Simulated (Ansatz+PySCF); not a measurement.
Two shapes of singlet C₄H₆.

Shape 1:

```xyz
10

C     0.0000    0.0000   -2.0611
C     0.0000    0.0000   -0.6061
C     0.0000    0.0000    0.6061
C     0.0000    0.0000    2.0611
H     0.0000   -1.0264   -2.4612
H    -0.8889    0.5132   -2.4612
H     0.8889    0.5132   -2.4612
H     0.0000   -1.0264    2.4612
H     0.8889    0.5132    2.4612
H    -0.8889    0.5132    2.4612
```

Shape 2:

```xyz
10

C    -0.0230   -0.0192   -2.0211
C    -0.0317   -0.0374   -0.6158
C     0.0389   -0.0067    0.6368
C    -0.0266    0.0378    2.0420
H    -0.0194   -0.9936   -2.4288
H    -0.8513    0.5025   -2.4300
H     0.8667    0.5322   -2.5018
H    -0.0128   -0.9928    2.4959
H     0.8546    0.4769    2.4613
H    -0.8962    0.5553    2.4871
```

Basis set: def2-SVP (spherical functions). Correlated methods keep 4 orbitals frozen. Charge 0, multiplicity 1.

Computed with Ansatz (development build ahead of 0.2.0); each method stands on the lowest determinant of its kind that the runs found.

(1) Which shape is lower in energy, and by how much in each method?

Results:

(1)

| method | E(2) − E(1) (eV) |
| --- | --- |
| RHF-MP2 | 0.354 |
| RHF-CCSD | 0.423 |
| PBE (restricted) | 0.332 |
| PBE (unrestricted) | 0.332 |
| ωB97X (restricted) | 0.432 |

Shape 1 is lower.
